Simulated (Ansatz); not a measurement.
`CCC1=NC1` → `CC1=NC1` + `[CH2]` (triplet) at 298.15 K and 1 bar (formal loss of a carbene).

Gas-phase electronic energies from Ansatz, PBE0-D4/def2-TZVP geometries. CCSD(T)/CBS adds triple-zeta CCSD(T) − MP2 to the extrapolated MP2 energy (def2 sets, frozen cores). This one scheme is used for every species. Triplets are unrestricted, without spin–orbit coupling. One conformer a species, not always the lowest.

| species | CCSD(T)/CBS energy (Eh) | H − E (kJ/mol) | S (J/(mol·K)) |
| --- | --- | --- | --- |
| `CCC1=NC1` | -211.05337 | 287.0 | 314.6 |
| `CC1=NC1` | -171.79280 | 207.9 | 281.4 |
| `[CH2]` (triplet) | -39.09499 | 55.4 | 195.3 |

H − E and S are ideal-gas, rigid-rotor, harmonic terms from PBE0-D4/def2-TZVP, for one conformer and one mirror image of each species, with the whole ground term of open shells counted as degenerate. 1 Eh = 2625.50 kJ/mol, R = 8.31446 J/(mol·K).

**Question.** By hand: ΔE, ΔH, ΔS and ΔG.

**Answer.** ΔE = (-171.79280) + (-39.09499) − (-211.05337) = 0.16558 Eh = 434.7 kJ/mol. Δ(H − E) = 207.9 + 55.4 − 287.0 = -23.7, so ΔH = 411.0 kJ/mol. ΔS = 281.4 + 195.3 − 314.6 = 162.1 J/(mol·K). ΔG = 411.0 − 298.15 × (162.1)/1000 = 362.7 kJ/mol.

**Question.** By hand: the equilibrium constant, and the temperature at which ΔG would vanish if ΔH and ΔS stayed fixed.

**Answer.** log₁₀ K = −ΔG/(RT ln 10) = -63.5. ΔG = 0 at ΔH/ΔS = 2535 K, far beyond where these terms or the molecules hold.

The number of gas molecules changes by +1, which sets the sign of ΔS. A doubt of 5 kJ/mol in ΔE shifts log₁₀ K by 0.9 here. Other conformers and mirror images would add mixing entropy, several J/(mol·K) or more a flexible species. A triplet takes part, so the spin changes. These are equilibria of isolated gas molecules and say nothing of rates. Largest T1 diagnostic: 0.011 (customary marks: 0.02 for closed shells, 0.045 for open ones).
